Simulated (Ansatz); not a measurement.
A short molecular-dynamics run on `CC(CF)CF`.

```yaml
crystal:
  periodic: [false, false, false]
  atoms:
    - {symbol: C, position_ang: [-0.541498, -1.044867, -0.879613]}
    - {symbol: C, position_ang: [-0.253031, -0.125206, 0.297920]}
    - {symbol: C, position_ang: [1.182567, -0.285556, 0.750219]}
    - {symbol: F, position_ang: [1.412192, 0.453492, 1.898979]}
    - {symbol: C, position_ang: [-0.568457, 1.320073, -0.022073]}
    - {symbol: F, position_ang: [0.181756, 1.748066, -1.107698]}
    - {symbol: H, position_ang: [-1.586671, -0.965989, -1.186026]}
    - {symbol: H, position_ang: [-0.345788, -2.088461, -0.623416]}
    - {symbol: H, position_ang: [0.077694, -0.783132, -1.740087]}
    - {symbol: H, position_ang: [-0.897376, -0.401381, 1.142181]}
    - {symbol: H, position_ang: [1.876397, 0.067413, -0.018446]}
    - {symbol: H, position_ang: [1.402572, -1.332454, 0.979061]}
    - {symbol: H, position_ang: [-0.329077, 1.970846, 0.822358]}
    - {symbol: H, position_ang: [-1.624279, 1.437855, -0.284558]}
basis:
  gaussian: {orbitals: "6-31G*"}
hamiltonian: {xc: {name: r2SCAN}, dispersion: rvv10}
md: {timestep: 0.5 fs, n_steps: 30, ensemble: nvt_langevin, temperature: 700, initial_velocities: maxwell_boltzmann, friction: 0.01, seed: 513}
```

```sh
$ ansatz run in.yaml --threads 4 --pin off --events-out ev --progress --plain --max-ram 11315MiB
```

```tsv
step	time (fs)	potential energy (eV)	kinetic (eV)	T (K)	conserved (eV)
0	0.0	-9704.8237	1.1763	650	–
1	0.5	-9704.7986	1.1504	636	–
2	1.0	-9704.7250	1.1009	608	–
3	1.5	-9704.6172	0.9949	550	–
4	2.0	-9704.4947	0.8758	484	–
5	2.5	-9704.3723	0.7688	425	–
6	3.0	-9704.2631	0.7068	391	–
7	3.5	-9704.1771	0.6035	334	–
8	4.0	-9704.1183	0.6052	334	–
9	4.5	-9704.0869	0.5706	315	–
10	5.0	-9704.0734	0.5435	300	–
11	5.5	-9704.0660	0.5509	304	–
12	6.0	-9704.0592	0.5489	303	–
13	6.5	-9704.0524	0.5056	279	–
14	7.0	-9704.0507	0.5280	292	–
15	7.5	-9704.0666	0.5370	297	–
16	8.0	-9704.1084	0.5746	318	–
17	8.5	-9704.1768	0.6589	364	–
18	9.0	-9704.2655	0.7379	408	–
19	9.5	-9704.3587	0.8120	449	–
20	10.0	-9704.4430	0.9408	520	–
21	10.5	-9704.5019	1.0377	573	–
22	11.0	-9704.5181	1.0501	580	–
23	11.5	-9704.4845	1.0003	553	–
24	12.0	-9704.4054	0.9322	515	–
25	12.5	-9704.2924	0.8624	477	–
26	13.0	-9704.1657	0.7526	416	–
27	13.5	-9704.0491	0.6449	356	–
28	14.0	-9703.9620	0.5558	307	–
29	14.5	-9703.9113	0.4940	273	–
30	15.0	-9703.8918	0.4962	274	–
```

Velocities are drawn at the set temperature; a run this short doesn't reach equilibrium.

Frames (Å, forces in eV/Å):

```xyz
14
time=0.0 fs
C    -0.541   -1.045   -0.880   -0.011   -0.025   -0.064
C    -0.253   -0.125    0.298   -0.032    0.004    0.049
C     1.183   -0.286    0.750    0.106   -0.092   -0.076
F     1.412    0.453    1.899   -0.040    0.268    0.282
C    -0.568    1.320   -0.022   -0.101    0.088    0.098
F     0.182    1.748   -1.108    0.268   -0.021   -0.286
H    -1.587   -0.966   -1.186   -0.156    0.014   -0.051
H    -0.346   -2.088   -0.623    0.027   -0.156    0.033
H     0.078   -0.783   -1.740    0.094    0.077   -0.115
H    -0.897   -0.401    1.142   -0.079   -0.057    0.143
H     1.876    0.067   -0.018    0.054    0.035   -0.182
H     1.403   -1.332    0.979    0.029   -0.187   -0.015
H    -0.329    1.971    0.822    0.026    0.049    0.179
H    -1.624    1.438   -0.285   -0.187    0.002    0.005
14
time=1.0 fs
C    -0.540   -1.049   -0.883   -0.120    0.444    0.023
C    -0.253   -0.117    0.297    0.492    0.119   -0.611
C     1.178   -0.285    0.751    0.372   -0.215   -0.048
F     1.412    0.451    1.905   -0.042    0.116    0.040
C    -0.574    1.325   -0.020    0.230    0.916    0.688
F     0.187    1.742   -1.109    0.168   -0.008   -0.118
H    -1.573   -0.979   -1.203   -0.578    0.046    0.118
H    -0.362   -2.082   -0.595    0.247   -0.306   -0.170
H     0.022   -0.755   -1.774    0.428   -0.165    0.088
H    -0.850   -0.396    1.139   -0.798   -0.306    0.790
H     1.892    0.009   -0.011    0.181    0.567   -0.401
H     1.423   -1.329    0.947   -0.244   -0.358    0.315
H    -0.341    2.021    0.848   -0.200   -0.814   -0.780
H    -1.627    1.447   -0.299   -0.136   -0.037    0.066
14
time=2.0 fs
C    -0.539   -1.053   -0.887   -0.350    0.774    0.112
C    -0.252   -0.110    0.295    0.892    0.226   -1.239
C     1.174   -0.285    0.752    0.812   -0.333   -0.182
F     1.410    0.448    1.912   -0.044   -0.026   -0.174
C    -0.580    1.330   -0.015    0.430    1.445    0.778
F     0.192    1.736   -1.111    0.041    0.008    0.101
H    -1.568   -0.994   -1.219   -0.747    0.056    0.334
H    -0.372   -2.075   -0.562    0.397   -0.357   -0.398
H    -0.028   -0.732   -1.800    0.732   -0.373    0.238
H    -0.809   -0.391    1.136   -1.436   -0.557    1.438
H     1.910   -0.042   -0.007    0.150    0.977   -0.440
H     1.447   -1.331    0.918   -0.543   -0.403    0.596
H    -0.358    2.065    0.865   -0.272   -1.356   -1.306
H    -1.630    1.454   -0.316   -0.063   -0.082    0.143
14
time=3.0 fs
C    -0.538   -1.055   -0.892   -0.760    0.972    0.100
C    -0.250   -0.102    0.292    0.887    0.111   -1.319
C     1.172   -0.287    0.752    1.288   -0.442   -0.438
F     1.409    0.444    1.917   -0.038   -0.172   -0.348
C    -0.586    1.336   -0.011    0.559    1.704    0.647
F     0.198    1.730   -1.114   -0.087    0.041    0.292
H    -1.574   -1.013   -1.237   -0.565    0.051    0.620
H    -0.373   -2.070   -0.533    0.479   -0.306   -0.630
H    -0.070   -0.710   -1.824    0.958   -0.546    0.386
H    -0.783   -0.393    1.141   -1.630   -0.599    1.533
H     1.930   -0.083   -0.005    0.001    1.287   -0.355
H     1.468   -1.337    0.888   -0.826   -0.350    0.847
H    -0.379    2.096    0.871   -0.234   -1.628   -1.508
H    -1.632    1.460   -0.326   -0.031   -0.125    0.171
14
time=4.0 fs
C    -0.538   -1.057   -0.897   -1.159    1.015    0.044
C    -0.248   -0.095    0.288    0.417   -0.219   -0.713
C     1.171   -0.290    0.753    1.752   -0.588   -0.737
F     1.407    0.438    1.924   -0.035   -0.330   -0.515
C    -0.591    1.344   -0.006    0.540    1.592    0.290
F     0.204    1.724   -1.116   -0.190    0.108    0.450
H    -1.584   -1.033   -1.254   -0.242    0.062    0.894
H    -0.368   -2.067   -0.511    0.506   -0.146   -0.844
H    -0.102   -0.695   -1.844    1.091   -0.677    0.547
H    -0.773   -0.402    1.159   -1.321   -0.373    0.910
H     1.950   -0.112   -0.006   -0.249    1.468   -0.145
H     1.480   -1.349    0.859   -1.040   -0.155    1.040
H    -0.399    2.110    0.867   -0.126   -1.601   -1.430
H    -1.636    1.465   -0.335    0.054   -0.157    0.210
14
time=5.0 fs
C    -0.540   -1.057   -0.902   -1.325    0.983    0.055
C    -0.247   -0.087    0.285   -0.162   -0.657    0.146
C     1.173   -0.292    0.752    2.048   -0.732   -0.952
F     1.406    0.433    1.930   -0.040   -0.476   -0.652
C    -0.595    1.353   -0.002    0.484    0.989   -0.414
F     0.210    1.718   -1.118   -0.253    0.198    0.566
H    -1.596   -1.055   -1.261   -0.011    0.101    1.040
H    -0.358   -2.065   -0.499    0.497    0.015   -0.998
H    -0.123   -0.685   -1.860    1.108   -0.754    0.696
H    -0.779   -0.410    1.185   -0.770   -0.031   -0.025
H     1.972   -0.123   -0.006   -0.531    1.503    0.082
H     1.482   -1.366    0.835   -1.168    0.155    1.139
H    -0.418    2.103    0.845    0.057   -1.136   -0.925
H    -1.636    1.467   -0.349    0.066   -0.160    0.242
14
time=6.0 fs
C    -0.544   -1.055   -0.907   -1.167    0.998    0.061
C    -0.248   -0.080    0.284   -0.618   -1.025    0.845
C     1.176   -0.294    0.752    2.095   -0.754   -1.048
F     1.405    0.427    1.937   -0.043   -0.565   -0.723
C    -0.600    1.363    0.000    0.399   -0.063   -1.426
F     0.216    1.713   -1.121   -0.332    0.289    0.682
H    -1.602   -1.076   -1.261    0.033    0.148    1.050
H    -0.340   -2.060   -0.498    0.470    0.102   -1.065
H    -0.129   -0.672   -1.871    0.999   -0.823    0.879
H    -0.792   -0.416    1.214   -0.250    0.265   -0.851
H     1.991   -0.117   -0.002   -0.759    1.409    0.250
H     1.477   -1.380    0.824   -1.184    0.408    1.138
H    -0.440    2.081    0.816    0.342   -0.245    0.005
H    -1.637    1.466   -0.356    0.016   -0.145    0.202
14
time=7.0 fs
C    -0.548   -1.052   -0.910   -0.861    0.960    0.204
C    -0.249   -0.074    0.285   -0.838   -1.228    1.208
C     1.183   -0.297    0.750    1.812   -0.627   -0.880
F     1.404    0.421    1.944   -0.047   -0.632   -0.785
C    -0.603    1.372    0.002    0.371   -1.398   -2.612
F     0.222    1.708   -1.123   -0.402    0.384    0.780
H    -1.604   -1.095   -1.252   -0.046    0.192    0.956
H    -0.319   -2.055   -0.503    0.417    0.153   -1.058
H    -0.124   -0.667   -1.870    0.865   -0.807    0.910
H    -0.810   -0.414    1.234    0.141    0.420   -1.337
H     2.005   -0.099    0.007   -0.843    1.231    0.276
H     1.465   -1.390    0.824   -1.079    0.560    1.050
H    -0.464    2.059    0.787    0.696    0.909    1.229
H    -1.633    1.463   -0.355   -0.186   -0.116    0.060
14
time=8.0 fs
C    -0.554   -1.049   -0.911   -0.547    0.961    0.493
C    -0.250   -0.069    0.287   -0.852   -1.342    1.286
C     1.191   -0.298    0.747    1.210   -0.415   -0.488
F     1.405    0.415    1.950   -0.051   -0.646   -0.820
C    -0.604    1.378    0.000    0.364   -2.400   -3.443
F     0.227    1.703   -1.125   -0.448    0.463    0.818
H    -1.607   -1.116   -1.234   -0.189    0.264    0.773
H    -0.300   -2.045   -0.515    0.413    0.016   -0.920
H    -0.110   -0.670   -1.856    0.740   -0.680    0.688
H    -0.825   -0.409    1.240    0.357    0.468   -1.479
H     2.009   -0.069    0.021   -0.742    0.974    0.166
H     1.438   -1.396    0.839   -0.843    0.628    0.853
H    -0.479    2.046    0.768    0.919    1.775    2.137
H    -1.631    1.456   -0.354   -0.334   -0.066   -0.062
14
time=9.0 fs
C    -0.561   -1.045   -0.911   -0.111    0.949    0.691
C    -0.253   -0.063    0.288   -0.651   -1.416    1.203
C     1.202   -0.301    0.744    0.404   -0.116    0.049
F     1.406    0.409    1.956   -0.066   -0.628   -0.821
C    -0.605    1.383   -0.004    0.530   -2.451   -3.223
F     0.232    1.697   -1.127   -0.466    0.535    0.796
H    -1.610   -1.135   -1.210   -0.365    0.335    0.518
H    -0.283   -2.038   -0.538    0.405   -0.098   -0.703
H    -0.087   -0.675   -1.838    0.510   -0.545    0.481
H    -0.836   -0.402    1.231    0.430    0.447   -1.361
H     2.011   -0.031    0.040   -0.529    0.676   -0.055
H     1.405   -1.398    0.866   -0.531    0.613    0.584
H    -0.487    2.053    0.767    0.913    1.700    2.008
H    -1.628    1.449   -0.355   -0.474   -0.002   -0.166
14
time=10.0 fs
C    -0.569   -1.040   -0.910    0.324    0.715    0.806
C    -0.257   -0.058    0.289   -0.237   -1.442    0.885
C     1.213   -0.305    0.741   -0.540    0.394    0.630
F     1.406    0.404    1.962   -0.088   -0.602   -0.780
C    -0.606    1.386   -0.010    0.802   -1.786   -2.211
F     0.236    1.691   -1.128   -0.497    0.580    0.727
H    -1.617   -1.152   -1.185   -0.405    0.411    0.284
H    -0.266   -2.037   -0.567    0.320   -0.022   -0.492
H    -0.058   -0.686   -1.821    0.207   -0.384    0.319
H    -0.839   -0.395    1.210    0.306    0.344   -0.967
H     2.006    0.015    0.063   -0.208    0.369   -0.370
H     1.368   -1.393    0.897   -0.165    0.404    0.309
H    -0.483    2.077    0.777    0.722    0.919    1.103
H    -1.630    1.439   -0.354   -0.542    0.100   -0.243
14
time=11.0 fs
C    -0.576   -1.034   -0.911    0.790    0.451    0.901
C    -0.261   -0.053    0.291    0.436   -1.357    0.148
C     1.224   -0.309    0.739   -1.290    1.006    1.009
F     1.406    0.399    1.968   -0.105   -0.538   -0.695
C    -0.605    1.388   -0.019    0.821   -0.812   -0.978
F     0.240    1.685   -1.129   -0.517    0.620    0.622
H    -1.625   -1.169   -1.157   -0.432    0.471    0.044
H    -0.243   -2.035   -0.600    0.201    0.035   -0.245
H    -0.025   -0.703   -1.804   -0.115   -0.175    0.145
H    -0.835   -0.385    1.176   -0.107    0.100   -0.152
H     2.000    0.068    0.080   -0.040   -0.026   -0.516
H     1.331   -1.386    0.934    0.202    0.155    0.013
H    -0.471    2.109    0.799    0.428   -0.137   -0.104
H    -1.640    1.428   -0.355   -0.272    0.207   -0.192
14
time=12.0 fs
C    -0.582   -1.027   -0.910    1.112    0.072    1.103
C    -0.266   -0.048    0.294    1.301   -1.127   -0.876
C     1.232   -0.311    0.739   -1.877    1.552    1.264
F     1.407    0.394    1.974   -0.119   -0.438   -0.579
C    -0.603    1.389   -0.030    0.526   -0.085   -0.017
F     0.244    1.679   -1.130   -0.503    0.670    0.480
H    -1.635   -1.179   -1.125   -0.361    0.497   -0.173
H    -0.219   -2.033   -0.630    0.020    0.172   -0.036
H     0.001   -0.720   -1.786   -0.353    0.073   -0.124
H    -0.832   -0.373    1.139   -0.721   -0.258    0.928
H     1.992    0.120    0.094    0.053   -0.410   -0.592
H     1.297   -1.376    0.970    0.522   -0.095   -0.257
H    -0.458    2.137    0.821    0.172   -0.933   -1.047
H    -1.657    1.416   -0.360    0.228    0.311   -0.075
14
time=13.0 fs
C    -0.587   -1.019   -0.909    1.452   -0.302    1.209
C    -0.271   -0.045    0.296    2.010   -0.858   -1.747
C     1.239   -0.312    0.740   -2.252    2.058    1.340
F     1.408    0.389    1.978   -0.130   -0.326   -0.423
C    -0.602    1.389   -0.041    0.171    0.329    0.561
F     0.247    1.673   -1.131   -0.488    0.699    0.345
H    -1.644   -1.183   -1.093   -0.294    0.504   -0.373
H    -0.198   -2.030   -0.657   -0.172    0.321    0.151
H     0.027   -0.732   -1.769   -0.607    0.273   -0.298
H    -0.833   -0.358    1.114   -1.252   -0.575    1.822
H     1.982    0.173    0.104    0.022   -0.838   -0.560
H     1.263   -1.366    1.001    0.808   -0.296   -0.490
H    -0.440    2.155    0.836   -0.065   -1.391   -1.625
H    -1.678    1.408   -0.369    0.796    0.401    0.086
14
time=14.0 fs
C    -0.590   -1.010   -0.905    1.579   -0.611    1.139
C    -0.273   -0.043    0.298    2.181   -0.759   -1.864
C     1.245   -0.310    0.742   -2.510    2.266    1.309
F     1.409    0.383    1.982   -0.106   -0.193   -0.279
C    -0.601    1.390   -0.052   -0.126    0.426    0.875
F     0.251    1.669   -1.132   -0.424    0.724    0.180
H    -1.655   -1.181   -1.064   -0.050    0.514   -0.514
H    -0.178   -2.026   -0.684   -0.343    0.389    0.351
H     0.051   -0.742   -1.755   -0.862    0.449   -0.385
H    -0.844   -0.351    1.108   -1.293   -0.605    1.960
H     1.971    0.217    0.104   -0.048   -1.204   -0.434
H     1.235   -1.360    1.026    1.031   -0.304   -0.705
H    -0.424    2.164    0.837   -0.233   -1.555   -1.848
H    -1.693    1.403   -0.382    1.204    0.463    0.216
14
time=15.0 fs
C    -0.591   -1.003   -0.900    1.372   -0.853    0.963
C    -0.273   -0.042    0.299    1.677   -0.959   -1.140
C     1.249   -0.306    0.746   -2.704    2.310    1.258
F     1.410    0.378    1.987   -0.071   -0.056   -0.163
C    -0.600    1.391   -0.061   -0.293    0.265    0.924
F     0.254    1.666   -1.131   -0.297    0.743   -0.021
H    -1.671   -1.176   -1.044    0.385    0.538   -0.556
H    -0.162   -2.019   -0.711   -0.471    0.352    0.558
H     0.064   -0.749   -1.744   -0.998    0.629   -0.494
H    -0.867   -0.354    1.120   -0.747   -0.306    1.267
H     1.958    0.250    0.101   -0.074   -1.459   -0.310
H     1.215   -1.355    1.046    1.188   -0.269   -0.886
H    -0.412    2.156    0.820   -0.311   -1.405   -1.695
H    -1.696    1.404   -0.398    1.345    0.470    0.295
```

It took 2.2 min on 4 threads of an Arm Neoverse V1 on a shared host, with 0.53 GiB of host memory at the peak.
